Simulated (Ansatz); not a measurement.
SiH2⁻, quartet in aug-cc-pVDZ: errors against UCCSDT(Q)

Geometry: that of the SiH2⁻, doublet, kept fixed. The doublet lies 3.0 eV lower here.

```xyz
3

Si    0.0000   -0.0723    0.0000
H     0.0000    1.0067    1.1158
H     0.0000    1.0067   -1.1158
```

Basis aug-cc-pVDZ; Ansatz 0.2.0. Correlated methods freeze the noble-gas cores, which leaves 7 electrons in 40 orbitals. Prefix R: restricted or restricted open-shell reference; prefix U: unrestricted. Active spaces: valence = (7e, 6o) chosen from the atoms' valence shells. This anion state lies near or above the neutral species, so the extra electron is weakly bound or unbound and the energies hang on the diffuse functions.

Full CI isn't at hand for all of this; UCCSDT(Q) serves as the reference, and is uncertain by about the last step of the cluster series. The frozen core follows each run's orbitals, which can shift R against U totals by a few meV.

For open shells CISD is restricted-active-space CI with the open shells as a complete middle space.

```
UHF ⟨S²⟩                          : 3.755
T1 diagnostic (RCCSD)             : 0.0454
largest doubles amplitude (RCCSD) : 0.038
T1 diagnostic (UCCSD)             : 0.0428
```

```json
{"level": "RHF", "E − E(UCCSDT(Q)) (meV)": "3109", "share of correlation (%)": "0.00", "wall time": "–"}
{"level": "UHF", "E − E(UCCSDT(Q)) (meV)": "3063", "share of correlation (%)": "1.48", "wall time": "–"}
{"level": "RMP2", "E − E(UCCSDT(Q)) (meV)": "818", "share of correlation (%)": "73.69", "wall time": "–"}
{"level": "UMP2", "E − E(UCCSDT(Q)) (meV)": "813", "share of correlation (%)": "73.85", "wall time": "–"}
{"level": "CISD", "E − E(UCCSDT(Q)) (meV)": "226", "share of correlation (%)": "92.72", "wall time": "2.5 s"}
{"level": "RCCSD", "E − E(UCCSDT(Q)) (meV)": "121", "share of correlation (%)": "96.11", "wall time": "–"}
{"level": "UCCSD", "E − E(UCCSDT(Q)) (meV)": "120", "share of correlation (%)": "96.13", "wall time": "–"}
{"level": "RCCSD(T)", "E − E(UCCSDT(Q)) (meV)": "31", "share of correlation (%)": "99.01", "wall time": "5.5 s"}
{"level": "UCCSD(T)", "E − E(UCCSDT(Q)) (meV)": "31", "share of correlation (%)": "99.02", "wall time": "5.5 s"}
{"level": "BCCD(T)", "E − E(UCCSDT(Q)) (meV)": "30", "share of correlation (%)": "99.02", "wall time": "6 s"}
{"level": "RCCSDT", "E − E(UCCSDT(Q)) (meV)": "3", "share of correlation (%)": "99.90", "wall time": "–"}
{"level": "UCCSDT", "E − E(UCCSDT(Q)) (meV)": "3", "share of correlation (%)": "99.91", "wall time": "–"}
{"level": "RCCSDT(Q)", "E − E(UCCSDT(Q)) (meV)": "0", "share of correlation (%)": "99.98", "wall time": "22 s"}
{"level": "CASSCF (valence space)", "E − E(UCCSDT(Q)) (meV)": "2817", "share of correlation (%)": "9.40", "wall time": "–"}
{"level": "NEVPT2 (valence space)", "E − E(UCCSDT(Q)) (meV)": "879", "share of correlation (%)": "71.72", "wall time": "1.7 s"}
{"level": "NEVPT4(SD) (valence space)", "E − E(UCCSDT(Q)) (meV)": "153", "share of correlation (%)": "95.07", "wall time": "2 s"}
{"level": "MRCISD (valence space)", "E − E(UCCSDT(Q)) (meV)": "206", "share of correlation (%)": "93.36", "wall time": "–"}
{"level": "MRCISD+Q (valence space)", "E − E(UCCSDT(Q)) (meV)": "14", "share of correlation (%)": "99.54", "wall time": "2.1 s"}
```

The correlation energy at UCCSDT(Q), counted from RHF, is -3.109 eV. That run took 20 s on 1 thread of Arm Neoverse V2, shared host.

Times hold each run's SCF and search for its determinant on a shared host, so for small cases they say little of a method's own cost; they ran on 1 thread of Arm Neoverse V2.

Natural occupations of CASSCF (valence space) about the gap: 1.994 1.986 1.004 1.000 1.000 0.016; effectively unpaired electrons, Σ n²(2−n)², 3.00.
